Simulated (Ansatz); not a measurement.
`C#CC(N)(F)S`, relaxed with RKS PBE-D4/def2-SVP in Ansatz from a rough embedded geometry. The force threshold is 0.03 eV/Å; the program also tests the step.

Charge 0, multiplicity 1.

Start:

```xyz
10

C    -1.254   -1.008   -1.572
C    -0.646   -0.418   -0.752
C     0.080    0.360    0.229
N     1.261    0.868   -0.239
F    -0.689    1.482    0.512
S     0.344   -0.534    1.784
H    -1.770   -1.631   -2.294
H     1.660    1.463    0.464
H     1.954    0.035   -0.240
H    -0.939   -0.617    2.109
```

```json
{"step": "1", "energy (eV)": "-18193.7773", "largest force (eV/Å)": "4.892", "largest move (Å)": "0.000"}
{"step": "2", "energy (eV)": "-18194.1722", "largest force (eV/Å)": "1.673", "largest move (Å)": "0.140"}
{"step": "3", "energy (eV)": "-18194.2323", "largest force (eV/Å)": "0.297", "largest move (Å)": "0.095"}
{"step": "4", "energy (eV)": "-18194.2497", "largest force (eV/Å)": "0.287", "largest move (Å)": "0.113"}
{"step": "5", "energy (eV)": "-18194.2524", "largest force (eV/Å)": "0.642", "largest move (Å)": "0.154"}
{"step": "6", "energy (eV)": "-18194.2620", "largest force (eV/Å)": "0.347", "largest move (Å)": "0.182"}
{"step": "7", "energy (eV)": "-18194.2701", "largest force (eV/Å)": "0.084", "largest move (Å)": "0.036"}
{"step": "8", "energy (eV)": "-18194.2711", "largest force (eV/Å)": "0.036", "largest move (Å)": "0.029"}
{"step": "9", "energy (eV)": "-18194.2714", "largest force (eV/Å)": "0.034", "largest move (Å)": "0.020"}
{"step": "10", "energy (eV)": "-18194.2715", "largest force (eV/Å)": "0.024", "largest move (Å)": "0.024"}
```

End:

```xyz
10

C    -1.154   -1.098   -1.566
C    -0.602   -0.404   -0.725
C     0.047    0.435    0.287
N     1.308    0.898   -0.156
F    -0.784    1.520    0.574
S     0.229   -0.527    1.899
H    -1.642   -1.717   -2.306
H     1.932    1.164    0.613
H     1.767    0.270   -0.820
H    -1.101   -0.541    2.200
```

It took 10 s on 4 threads of an Arm Neoverse V2 on a shared host, with 0.15 GiB of host memory at the peak.
